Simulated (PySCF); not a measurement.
Simulated outer-valence photoelectron spectrum of `BOC` (CH5BO). Level of theory: EOM-IP-CCSD/aug-cc-pVDZ in PySCF, restricted Hartree–Fock reference, frozen core, non-relativistic, gas phase, PBE0-D3(BJ)/def2-SVP geometry.

Each root has a Gaussian of 0.5 eV full width with its one-hole share as area; cross sections and vibrations are left out, and the highest printed point is 100.

```tsv
ionisation energy (eV)	intensity
10.6	0
10.8	3
11.0	21
11.2	52
11.4	58
11.6	49
11.8	59
12.0	47
12.2	16
12.4	3
12.6	8
12.8	32
13.0	57
13.2	42
13.4	13
13.6	2
13.8	0
14.0	0
14.2	0
14.4	0
14.6	2
14.8	15
15.0	45
15.2	56
15.4	29
15.6	12
15.8	32
16.0	80
16.2	100
16.4	64
16.6	20
16.8	3
17.0	0
17.2	0
17.4	0
17.6	0
17.8	3
18.0	17
18.2	47
18.4	53
18.6	25
18.8	5
19.0	0
```

**Question.** Where are the maxima, and how many lines lie under the curve?

**Answer.** 6 maxima, at 11.3, 11.8, 13.0, 15.2, 16.2 and 18.3 eV, from 7 lines. At this width some lines have no maximum of their own.

**Question.** List the lines with their holes.

**Answer.** 
```
E (eV)  leading hole (HF orbital)  area  Koopmans (eV)
 11.30                       HOMO  0.96          12.25
 11.86                     HOMO-1  0.95          12.99
 13.03                     HOMO-2  0.96          14.02
 15.15                     HOMO-3  0.94          16.07
 16.06                     HOMO-4  0.95          17.38
 16.28                     HOMO-5  0.94          17.72
 18.33                     HOMO-6  0.93          20.02
```

The widest gap, 2.12 eV, lies between 13.03 and 15.15 eV. Only orbitals with −ε under 21 eV, eight at most, were ionised, so the high end of the curve may lack lines.

One conformer stands for the species.
